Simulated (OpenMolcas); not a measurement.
# C3H5Cl (2-chloropropene): levels of theory compared

We compute a comparison of 6 runs (HF/3-21G, HF/def2-SVP, B3LYP/def2-SVP, PBE/def2-SVP, TPSS/def2-SVP, CCSD(T)/def2-SVP) of C3H5Cl (2-chloropropene). 

Program for the calculation: OpenMolcas 26.06.

1 further run of the same task is left out (set aside as unsound or not needed).

**1. The structure to begin with**

C3H5Cl has 9 atoms, charge 0, and is taken as a singlet. SMILES: `C=C(C)Cl`. Geometry: relaxed at PBE0-D4/def2-TZVP.

Bond lengths: C1–C2 1.323 Å, C2–C3 1.486 Å, C2–Cl4 1.739 Å, C1–H5 1.081 Å, C1–H6 1.083 Å, C3–H7 1.093 Å, C3–H8 1.093 Å, C3–H9 1.091 Å. Some angles: C1–C2–C3 126.4°, C1–C2–Cl4 119.8°, C3–C2–Cl4 113.8°, C2–C1–H5 122.1°, C2–C1–H6 119.5°, C2–C3–H7 110.6°, C2–C3–H8 110.6°, C2–C3–H9 110.3°, H5–C1–H6 118.4°, H7–C3–H8 107.3°.

**2. Energy and forces at HF/3-21G (run 1)**

File run.input:

```
>>> EXPORT MOLCAS_PRINT=2

&GATEWAY
  BasLib=$CurrDir
  Coord
  9
  angstrom
  C       -0.231310       1.302260      -0.474160
  C       -0.190530      -0.019610      -0.427330
  C        0.323140      -0.847030       0.695450
  Cl      -0.777200      -0.951810      -1.773520
  H       -0.621600       1.834610      -1.330690
  H        0.135450       1.878140       0.367040
  H       -0.459760      -1.507750       1.076110
  H        1.148070      -1.480680       0.360190
  H        0.673750      -0.208140       1.506920
  Basis=3-21G
  Group=NoSym

&SEWARD

&SCF
  Thresholds=1e-10 1e-07 1e-07 1e-05
  PrOrbitals=1

&ALASKA
```

The basis set 3-21G is read from a file made from the Basis Set Exchange's data (not shown).

The run is started by

```console
$ export MOLCAS_MEM=1860
$ pymolcas run.input > run.log
```

The log of the run:

```text
--- Start Module: gateway ---
[...]
--- Stop Module: gateway /rc=_RC_ALL_IS_WELL_ ---
[...]
      Basis functions           50
[...]
--- Start Module: scf ---
[...]
       Convergence after  14 Iterations
[...]
::    Total SCF energy                               -573.1376775509
[...]
      Total spin, S                                     0.0000000000
[...]
      Total electronic charge=   40.000000
      Total            charge=   -0.000000
[...]
      Dipole Moment (debye):
      Origin of the operator (angstrom)=   -0.3615   -0.3623   -0.8222
                   X=  8.0003E-01               Y=  9.6490E-01               Z=  1.8246E+00           Total=  2.2137E+00
      Quadrupole Moment (debye*angstrom):
[...]
--- Stop Module: scf /rc=_RC_ALL_IS_WELL_ ---
--- Start Module: alaska ---
[...]
 *              Molecular gradients               *
 **************************************************
  Irreducible representation: a
 ------------------------------------------------------------------------------------------
                              X                       Y                       Z
 ------------------------------------------------------------------------------------------
  C1               -1.29558008229227E-03    1.17186298245926E-02   -2.52745672698283E-03
  C2               -1.06539526151943E-02   -4.54067070591004E-02   -2.54299111088283E-02
  C3               -4.70071977695063E-03    6.98401898084966E-03   -1.02535466194222E-02
  CL4               1.48874359066724E-02    2.37272761437985E-02    3.41741427298672E-02
  H5               -3.17430281317299E-03    3.56198091595328E-03   -6.98135997685911E-03
  H6                3.19453651641943E-03    3.10967597584755E-03    7.25388441095820E-03
  H7               -3.88676781111341E-03   -4.04457548242165E-03    1.61719178705044E-03
  H8                3.91836958661873E-03   -3.89408272189340E-03   -1.86188699362444E-03
[...]
--- Stop Module: alaska /rc=_RC_ALL_IS_WELL_ ---
[...]
```

It took 2.3 s on 1 thread of Arm Neoverse V2, shared host; peak memory 0.38 GiB.

**3. Energy and gradient at HF/def2-SVP (run 2)**

File calc.inp:

```
>>> EXPORT MOLCAS_PRINT=2

&GATEWAY
 BasLib
 $CurrDir
 Coord
 9
 angstrom
 C       -0.231310       1.302260      -0.474160
 C       -0.190530      -0.019610      -0.427330
 C        0.323140      -0.847030       0.695450
 Cl      -0.777200      -0.951810      -1.773520
 H       -0.621600       1.834610      -1.330690
 H        0.135450       1.878140       0.367040
 H       -0.459760      -1.507750       1.076110
 H        1.148070      -1.480680       0.360190
 H        0.673750      -0.208140       1.506920
 Basis
 def2-SVP
 Group
 NoSym

&SEWARD

&SCF
 Thresholds
 1e-10 1e-07 1e-07 1e-05
 PrOrbitals
 0

&ALASKA
```

The basis set def2-SVP is read from a file made from the Basis Set Exchange's data (not shown).

The run is started by

```console
$ export MOLCAS_MEM=1860
$ pymolcas calc.inp > calc.log
```

The log of the run:

```text
--- Start Module: gateway ---
[...]
--- Stop Module: gateway /rc=_RC_ALL_IS_WELL_ ---
[...]
      Basis functions           85
[...]
--- Start Module: scf ---
[...]
       Convergence after  13 Iterations
[...]
::    Total SCF energy                               -575.7619803232
[...]
      Total spin, S                                     0.0000000000
[...]
      Total electronic charge=   40.000000
      Total            charge=   -0.000000
[...]
      Dipole Moment (debye):
      Origin of the operator (angstrom)=   -0.3615   -0.3623   -0.8222
                   X=  6.5551E-01               Y=  6.0368E-01               Z=  1.4886E+00           Total=  1.7349E+00
      Quadrupole Moment (debye*angstrom):
[...]
--- Stop Module: scf /rc=_RC_ALL_IS_WELL_ ---
[...]
--- Start Module: alaska ---
[...]
 *              Molecular gradients               *
 **************************************************
  Irreducible representation: a
 ------------------------------------------------------------------------------------------
                              X                       Y                       Z
 ------------------------------------------------------------------------------------------
  C1               -6.47071423194416E-04    4.86830175246133E-03   -1.30398176472757E-03
  C2                1.03472359307166E-03   -1.26389616759450E-02    1.86088454728672E-03
  C3               -3.15784525361584E-03    4.76193038852335E-03   -6.86861822051021E-03
  CL4               2.29994866861727E-03    3.55040118892092E-03    5.28781246666377E-03
  H5               -2.99577153405783E-04    3.47252773870821E-04   -6.48300357636522E-04
  H6                5.33613377995401E-04   -1.17345767081112E-04    1.18187032939243E-03
  H7               -7.13949919499246E-04   -1.04011544947147E-03    3.02521068859196E-04
  H8                7.36728428156752E-04   -9.95841942753817E-04   -3.49267277121146E-04
[...]
--- Stop Module: alaska /rc=_RC_ALL_IS_WELL_ ---
[...]
```

Wall time 6.3 s (1 thread of Arm Neoverse V2, shared host); peak memory 0.47 GiB.

Runs 3 to 5 aren't shown in full; the table further down has their settings and results.

**4. A single-point energy at CCSD(T)/def2-SVP (run 6)**

File calc.input:

```
* C3H5Cl CCSD(T)
&GATEWAY
BasLib=$CurrDir
Coord
9
angstrom
C       -0.231310       1.302260      -0.474160
C       -0.190530      -0.019610      -0.427330
C        0.323140      -0.847030       0.695450
Cl      -0.777200      -0.951810      -1.773520
H       -0.621600       1.834610      -1.330690
H        0.135450       1.878140       0.367040
H       -0.459760      -1.507750       1.076110
H        1.148070      -1.480680       0.360190
H        0.673750      -0.208140       1.506920
Basis=def2-SVP
Group=NoSym
&SEWARD
&SCF
Thresholds=1e-10 1e-07 1e-07 1e-05
PrOrbitals=0
&RASSCF
FileOrb=$Project.ScfOrb
Spin=1
Nactel=0 0 0
Inactive=20
Ras2=0
OutOrbitals=Canonical
OrbListing=Few
&MOTRA
JobIph
Frozen=8
&CCSDT
CCT
Triples=2
Iterations=80
Accuracy=1e-08
Extrapolation=5 4
```

The basis set def2-SVP is read from a file made from the Basis Set Exchange's data (not shown).

The run is started by

```console
$ export MOLCAS_MEM=1860
$ pymolcas calc.input > calc.log
```

The log of the run:

```text
--- Start Module: gateway ---
[...]
--- Stop Module: gateway /rc=_RC_ALL_IS_WELL_ ---
[...]
      Basis functions           85
[...]
       Convergence after  13 Iterations
[...]
::    Total SCF energy                               -575.7619803232
[...]
      Total spin, S                                     0.0000000000
[...]
      Number of active orbitals                  0
[...]
      Spin quantum number                      0.0
[...]
      Active orbitals                            0
[...]
      Number of CSFs                             1
[...]
      Number of root(s) required                 1
[...]
      Convergence after  4 iterations
[...]
      Natural orbitals and occupation numbers for root  1
      ************************************************************************************************************************
      *                                                    Final results                                                     *
      ************************************************************************************************************************
[...]
::    RASSCF root number  1 Total energy:   -575.76198032
[...]
      Total electronic charge=   40.000000
      Total            charge=   -0.000000
[...]
      Dipole Moment (debye):
      Origin of the operator (angstrom)=   -0.3615   -0.3623   -0.8222
                   X=  6.5551E-01               Y=  6.0368E-01               Z=  1.4886E+00           Total=  1.7349E+00
      Quadrupole Moment (debye*angstrom):
[...]
--- Start Module: motra ---
[...]
      *** WARNING: Default frozen orbitals is overwritten by user input.
      *** Default values:   8
[...]
--- Stop Module: motra /rc=_RC_ALL_IS_WELL_ ---
[...]
--- Start Module: ccsdt ---
[...]
      Convergence after                    16  Iterations
      Total energy (diff) :    -576.35444844      -0.00000000
[...]
 METHOD                       : CCSD+T(CCSD)+<T3(1)WT1> = CCSD(T)
[...]
       CCSD     =      -576.3544484388184
[...]
--- Stop Module: ccsdt /rc=_RC_ALL_IS_WELL_ ---
[...]
```

Run time: 45 s. Hardware: 1 thread of Arm Neoverse V2, shared host; peak memory 0.47 GiB.

**5. Overview of the runs**

```tsv
run	level	integration grid	task	energy (Eh)	dipole moment (D) of the reference	HOMO energy (eV)	LUMO energy (eV)	wall time
1	HF/3-21G	–	gradient	-573.137678	2.21	-9.91	4.47	2.3 s
2	HF/def2-SVP	–	gradient	-575.761980	1.73	-9.80	4.27	6.3 s
3	B3LYP/def2-SVP	UltraFine	gradient	-577.292075	1.42	-6.90	0.09	31 s
4	PBE/def2-SVP	UltraFine	gradient	-576.923027	1.38	-5.96	-0.73	31 s
5	TPSS/def2-SVP	UltraFine	gradient	-577.322115	1.49	-6.05	-0.59	47 s
6	CCSD(T)/def2-SVP	–	energy	-576.373311	1.73	-9.80	4.27	45 s
```

**6. Results**

| quantity | value |
| --- | --- |
| run 6: total energy | -576.37331 Eh |
| run 6: dipole moment (mean-field density) | 1.73 D |
| run 6: HOMO energy (Hartree–Fock orbitals) | -9.80 eV |
| run 6: LUMO energy (Hartree–Fock orbitals) | 4.27 eV |
| run 6: HOMO–LUMO gap (Hartree–Fock orbitals) | 14.07 eV |
| run 6: correlation energy (8 core orbitals frozen) | -611.3 mEh |
| run 6: (T) correction | -18.86 mEh |

In words: Over runs 1, 2, 3, 4, 5 the dipole moment (its size) runs from 1.38 D (PBE/def2-SVP) to 2.21 D (HF/3-21G). The two ends differ in method and basis. Over runs 1, 2, 3, 4, 5 the HOMO–LUMO gap runs from 5.23 eV (PBE/def2-SVP) to 14.38 eV (HF/3-21G). Totals of different functionals can't be ranked against each other. All runs together took 2.7 min, the longest 47 s.
